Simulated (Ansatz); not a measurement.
Complex (SMILES): Cl (HCl) with S (H2S), atoms 1 to 2 the first; geometry from NCB31 set, monomers rigid:
```xyz
5

Cl    -1.9116     0.0000     0.0035
H     -0.6273    -0.0001    -0.1041
S      1.8425     0.0000    -0.1015
H      1.8228    -0.9618     0.8347
H      1.8219     0.9619     0.8346
```

How fast the counterpoise-corrected interaction energy converges with the basis for several methods (Ansatz, a program for electronic structure): deviation from each method's own reference, in kcal/mol. References: CCSD(T) -3.42 kcal/mol, Hartree-Fock in aug-cc-pV(Q+d)Z plus the correlation part extrapolated as X^-3 from aug-cc-pV(T+d)Z and aug-cc-pV(Q+d)Z; HF -0.87 kcal/mol, the value in aug-pcseg-3; MP2 -3.85 kcal/mol, Hartree-Fock in aug-cc-pV(Q+d)Z plus the correlation part extrapolated as X^-3 from aug-cc-pV(T+d)Z and aug-cc-pV(Q+d)Z; PBE -3.90 kcal/mol, the value in aug-pcseg-3; PBE0 -3.53 kcal/mol, the value in aug-pcseg-3. Cartesian d functions, on some or all atoms, in 6-31+G*, 6-31G**, 6-311G**, 6-311+G**; all else is spherical. In correlated methods cores are frozen. No added dispersion term, no relativity. 

| basis | functions | CCSD(T) | HF | MP2 | PBE | PBE0 |
|---|---|---|---|---|---|---|
| def2-SV(P) | 42 | 1.66 | -0.40 | 1.52 | -0.32 | -0.36 |
| pcseg-1 | 51 | 1.96 | 0.12 | 1.90 | -0.15 | -0.09 |
| 6-31+G* | 52 | 2.00 | 0.03 | 1.98 | -0.15 | -0.13 |
| 6-31G** | 53 | 1.79 | -0.22 | 1.76 | -0.41 | -0.39 |
| 6-311G** | 72 | 2.05 | 0.24 | 2.07 | -0.01 | 0.04 |
| 6-311+G** | 80 | 1.89 | 0.08 | 1.91 | -0.11 | -0.08 |
| aug-pcseg-1 | 81 | 1.06 | -0.28 | 0.99 | -0.29 | -0.31 |
| def2-TZVP | 92 | 1.10 | -0.05 | 0.92 | -0.10 | -0.07 |
| def2-TZVPD | 119 | 0.82 | -0.01 | 0.70 | -0.02 | -0.02 |
| cc-pV(T+d)Z | 120 | 0.81 | -0.04 | 0.67 | -0.01 | -0.01 |
| def2-TZVPP | 126 | 0.82 | -0.01 | 0.69 | -0.02 | -0.01 |
| aug-cc-pV(T+d)Z | 179 | 0.33 | -0.03 | 0.29 | -0.01 | -0.02 |

Mean absolute deviation over 6-311G**, 6-311+G**, def2-TZVP, def2-TZVPD, cc-pV(T+d)Z, def2-TZVPP, aug-cc-pV(T+d)Z: PBE0 0.03, PBE 0.04, HF 0.07, MP2 1.04, CCSD(T) 1.12 kcal/mol.
